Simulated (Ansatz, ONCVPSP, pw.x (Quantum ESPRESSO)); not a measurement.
pw.x on fcc Al: one setting changed

Potential: optimised norm-conserving Vanderbilt (ONCV), ONCVPSP 4.0.1.1 (patched build), PBE; core [Ne], reference 3s2; waves: 3s: rc 1.90 bohr, ncon 5, nbas 9, qcut 4.4 1/bohr, 2 projectors, debl 2.9 Ha; p scattering state at 0.29 Ha: rc 2.05 bohr, ncon 4, nbas 8, qcut 4.8 1/bohr, 2 projectors, debl 0.45 Ha; d scattering state at 0.4 Ha: rc 2.05 bohr, ncon 3, nbas 6, qcut 4.7 1/bohr, 2 projectors, debl 3.6 Ha; local part: polynomial inside 1.60 bohr (lpopt 5, dvloc0 0 Ha); core correction: polynomial model core, fcfact 0.25. In the p channel the program set the typed energies aside and used 0.050, 0.500 Ha.

The reference run (k-mesh 14³, cutoffs 50/200 Ry, Fermi–Dirac 0.01 Ry, mixing_beta 0.4, conv_thr 1e-9, no spin) gives -0.79 GPa at 16.527 Å³/atom, where all-electron LAPW gives -0.17 GPa. This run, with its own iteration cap, changes degauss to 0.02.

```
&control
  calculation='scf', prefix='x', pseudo_dir='./', outdir='./tmp', tstress=.true., disk_io='none'
/
&system
  ibrav=0, nat=1, ntyp=1, ecutwfc=50, ecutrho=200, nbnd=8,
  occupations='smearing', smearing='fd', degauss=0.02
/
&electrons
  conv_thr=1e-09, mixing_beta=0.4, electron_maxstep=70
/
ATOMIC_SPECIES
Al 1.0 Al.UPF
CELL_PARAMETERS angstrom
  0.00000000 2.02172157 2.02172157
  2.02172157 0.00000000 2.02172157
  2.02172157 2.02172157 0.00000000
ATOMIC_POSITIONS crystal
Al 0.0000 0.0000 0.0000
K_POINTS automatic
14 14 14 0 0 0
```

```bash
pw.x < Al.scf.in > Al.scf.out
```

Task: How does the run end?

Result: It converges in 6 iterations; the free energy moves by -40.0 meV/atom and the pressure by +0.34 GPa. In a metal, with Fermi–Dirac smearing, F lies below its zero-width value by a term in the square of the width.

```
Message from routine setup:
     using ibrav=0 with symmetry is DISCOURAGED, use correct ibrav instead
     lattice parameter (alat)  =       5.4030  a.u.
     unit-cell volume          =     111.5297 (a.u.)^3
     number of electrons       =         3.00
     number of Kohn-Sham states=            8
     kinetic-energy cutoff     =      50.0000  Ry
     charge density cutoff     =     200.0000  Ry
     scf convergence threshold =      1.0E-09
     Exchange-correlation= PBE
     number of k points=   104  Fermi-Dirac smearing, width (Ry)=  0.0200
     iteration #  1     ecut=    50.00 Ry     beta= 0.40
     total energy              =      -5.36939735 Ry
     estimated scf accuracy    <       0.02897870 Ry
     iteration #  2     ecut=    50.00 Ry     beta= 0.40
     total energy              =      -5.36700045 Ry
     estimated scf accuracy    <       0.00996446 Ry
     iteration #  3     ecut=    50.00 Ry     beta= 0.40
     total energy              =      -5.36720507 Ry
     estimated scf accuracy    <       0.00001009 Ry
     iteration #  4     ecut=    50.00 Ry     beta= 0.40
     total energy              =      -5.36721410 Ry
     estimated scf accuracy    <       0.00000691 Ry
     iteration #  5     ecut=    50.00 Ry     beta= 0.40
     total energy              =      -5.36721427 Ry
     estimated scf accuracy    <          8.6E-09 Ry
     iteration #  6     ecut=    50.00 Ry     beta= 0.40
     the Fermi energy is     7.8875 ev
!    total energy              =      -5.36721429 Ry
     estimated scf accuracy    <          1.3E-10 Ry
     smearing contrib. (-TS)   =      -0.00756334 Ry
     The total energy is F=E-TS. E is the sum of the following terms:
     one-electron contribution =       2.92994148 Ry
     hartree contribution      =       0.00797335 Ry
     xc contribution           =      -2.89725713 Ry
     ewald contribution        =      -5.40030864 Ry
     convergence has been achieved in   6 iterations
          total   stress  (Ry/bohr**3)                   (kbar)     P=       -4.49
     Message from routine punch:
     Nothing written, as per user request (disk_io='none')
```

The run took about 5.5 s on one core of a shared host (Neoverse-V1, 32 threads, 247 GiB, load 10).
